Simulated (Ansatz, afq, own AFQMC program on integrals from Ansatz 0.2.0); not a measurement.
**BS, doublet in 6-31G, levels against full CI**

```yaml
atoms:
  - { symbol: B, position_ang: [0.0000, 0.0000, 0.0000] }
  - { symbol: S, position_ang: [0.0000, 0.0000, 3.0230] }
```

Basis 6-31G. Noble-gas cores (and the filled d shells of Ga–Kr and In–Xe) are frozen. AFQMC by an in-house program on the Cholesky factors that Ansatz 0.2.0 writes for its CCSD(T) run. ph-AFQMC/CISD is guided by a CISD state made of CCSD amplitudes; releasing the constraint for a short imaginary time cuts its bias at the price of noise, slowly where states lie close. ± is one standard error of the sampling.

Determinant: ROHF, the one that the program's search chose, which needn't be the lowest solution. The geometry is a point of a scan.

Full CI on the same integrals is exact in this basis and with this determinant's frozen core.

Cautions: a spin-contaminated unrestricted determinant lies lower (UHF 909 meV lower, ⟨S²⟩ 1.53); strong correlation (T1 0.059, weight of the determinant 0.80, largest double 0.27); the released energies are still falling, so no released level is given (meV from the phaseless value at times in 1/Eh: -11 ± 5 at 0.24, -20 ± 4 at 0.51, -28 ± 5 at 0.99, -27 ± 10 at 1.62, -64 ± 13 at 2.40).

- T1 diagnostic: 0.0593
- weight of the determinant in the CISD state: 0.797
- size of the correlated space: 9 electrons in 16 orbitals

Reference: full CI, correlation energy -3.432 eV.

```csv
level,E − E(reference) (kJ/mol),share of correlation (%)
HF,331.2,0.00
MP2,119.2,64.00
CCSD,19.7,94.04
CCSD(T),6.6,98.02
CCSDT,1.8,99.45
CCSDT(Q),-0.6,100.18
CCSDTQ,-0.1,100.04
ph-AFQMC/CISD,9.2 ± 0.4,97.23
```

CCSDT and higher add their correlation energy to the determinant of the CCSD(T) run, since their own runs factorise the integrals more tightly (a shift of under 2 meV). A walk keeps the symmetry of its determinant, which the program's search chose and which needn't be the lowest solution, so a lower state of the same spin and another symmetry isn't excluded.
